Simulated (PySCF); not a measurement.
## SMILES C(SC)C(=O)[S-], [C₃H₅OS₂]-, charge -1

Molfile (atoms numbered from 1):
```
C3H5OS2
     RDKit          3D

 11 10  0  0  0  0  0  0  0  0999 V2000
    1.9132   -0.0091    0.1451 C   0  0  0  0  0  0  0  0  0  0  0  0
    0.7824    1.3215   -0.3172 S   0  0  0  0  0  0  0  0  0  0  0  0
   -0.7431    0.7361    0.4836 C   0  0  0  0  0  0  0  0  0  0  0  0
   -1.3363   -0.6136   -0.0005 C   0  0  0  0  0  0  0  0  0  0  0  0
   -0.6618   -1.3351   -0.7297 O   0  0  0  0  0  0  0  0  0  0  0  0
   -2.9004   -0.9019    0.6434 S   0  0  0  0  0  0  0  0  0  0  0  0
    2.8716    0.1728   -0.3643 H   0  0  0  0  0  0  0  0  0  0  0  0
    1.4734   -0.9582   -0.1927 H   0  0  0  0  0  0  0  0  0  0  0  0
    2.0882   -0.0328    1.2339 H   0  0  0  0  0  0  0  0  0  0  0  0
   -0.5910    0.6751    1.5744 H   0  0  0  0  0  0  0  0  0  0  0  0
   -1.4909    1.5251    0.3211 H   0  0  0  0  0  0  0  0  0  0  0  0
  1  2  1  0
  2  3  1  0
  3  4  1  0
  4  5  2  0
  4  6  1  0
  1  7  1  0
  1  8  1  0
  1  9  1  0
  3 10  1  0
  3 11  1  0
M  CHG  1   6  -1
M  END
```

Method used: PySCF 2.14.0, quadratic response PBE0/def2-SVPD first hyperpolarisability, Taylor convention, gas phase. Geometry: PBE0-D3(BJ)/def2-SVP.

For a gas-phase anion, states above the detachment energy (about 1.3 eV, taken as minus the energy of the highest occupied orbital) lie in the continuum and depend on the basis.

Problem. Give the tensor of the static β(0;0,0) in the axes of these coordinates.

Solution. In au, Taylor convention; rows are the first index (the induced dipole):
```tsv
	xx	yy	zz	xy	xz	yz
x	-194.9	-48.1	+85.3	-266.3	+90.5	+70.6
y	-266.3	-155.8	-36.5	-48.1	+70.6	-31.5
z	+90.5	-31.5	-111.0	+70.6	+85.3	-36.5
```
Norm of βᵢ = ⅓ Σⱼ (βᵢⱼⱼ + βⱼᵢⱼ + βⱼⱼᵢ): 487.8 au, hyper-Rayleigh value 232.6 au.
